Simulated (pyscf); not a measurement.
CH₄ (SMILES C) + F–Ga(F)–F (SMILES [F][Ga]([F])[F]) → H₃C–Ga(F)–F (SMILES [CH3][Ga]([F])[F]) + HF (SMILES F) (four-centre exchange; singlet surface; C–H, F–Ga broken, C–Ga, F–H formed). Optimised with ωB97X-D3(BJ)/def2-SVP in PySCF. Energies in kJ/mol from the separated reactants.

| level | barrier | reaction energy |
|---|---|---|
| ωB97X-D3(BJ)/def2-TZVP | ? | +61.7 |
| PBE/def2-TZVP | 98.5 | +60.8 |
| B3LYP-D3(BJ)/def2-TZVP | 118.9 | +64.6 |
| PBE0-D3(BJ)/def2-TZVP | 100.6 | +57.4 |
| ωB97M-D3(BJ)/def2-TZVP | 115.4 | +62.8 |
| HF/def2-TZVP | ? | ? |

Problem. Some entries are withheld; supply them.

Solution. 
- ωB97X-D3(BJ)/def2-TZVP, barrier: 111.0
- HF/def2-TZVP, barrier: 191.9
- HF/def2-TZVP, reaction energy: +86.4

The functionals in the table span 20.4 kJ/mol in this barrier, from PBE to B3LYP-D3(BJ). On the reactant side the descent ends in a complex, 28.8 kJ/mol under the separated species and 139.8 kJ/mol under the saddle at ωB97X-D3(BJ)/def2-TZVP. On the product side the descent ends in an adduct with a F–Ga contact (not fully relaxed), 54.6 kJ/mol under the separated species and 103.8 kJ/mol under the saddle at ωB97X-D3(BJ)/def2-TZVP. What is counted as broken (F–Ga) persists as a longer contact in the product adduct; parting that adduct is a step of its own. One saddle was located; it need not be the lowest between these sides. Elements up to Kr have no core potential and no relativistic terms here.
